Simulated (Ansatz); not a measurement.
System: fluorite CdF₂. Method: HISS (Ansatz, a program for electronic structure, plane waves, PAW).

Settings: plane-wave cutoff 460 eV, 8×8×8 k mesh, Fermi–Dirac smearing 0.01 eV, scalar-relativistic PAW data made under PBE.

Cell (measured lattice):

```cif
data_CdF2
_chemical_formula_sum 'Cd1 F2'
_space_group_name_H-M_alt 'P 1'
_space_group_IT_number 1
_cell_length_a 3.80989
_cell_length_b 3.80989
_cell_length_c 3.80989
_cell_angle_alpha 60.000
_cell_angle_beta 60.000
_cell_angle_gamma 60.000
loop_
_space_group_symop_operation_xyz
  'x, y, z'
loop_
_atom_site_label
_atom_site_type_symbol
_atom_site_fract_x
_atom_site_fract_y
_atom_site_fract_z
_atom_site_occupancy
Cd1 Cd 0.00000 0.00000 0.00000 1
F1 F 0.25000 0.25000 0.25000 1
F2 F 0.75000 0.75000 0.75000 1
```

Task: Give the computed band gap and smallest direct gap on the k points sampled.

Result: 
- band gap: 6.38 eV (on the SCF k mesh)
- smallest direct gap on the k points sampled: 6.97 eV

Measured, for comparison: band gap 7.8 eV (temperature not stated, not corrected to a static lattice, indirect W–Γ; as tabulated in Cappellini et al. (2013), arXiv:1302.2571).

Note: cell and atoms aren't relaxed at this level.

Spin–orbit coupling is not included.

Static lattice: no zero-point or thermal effects.
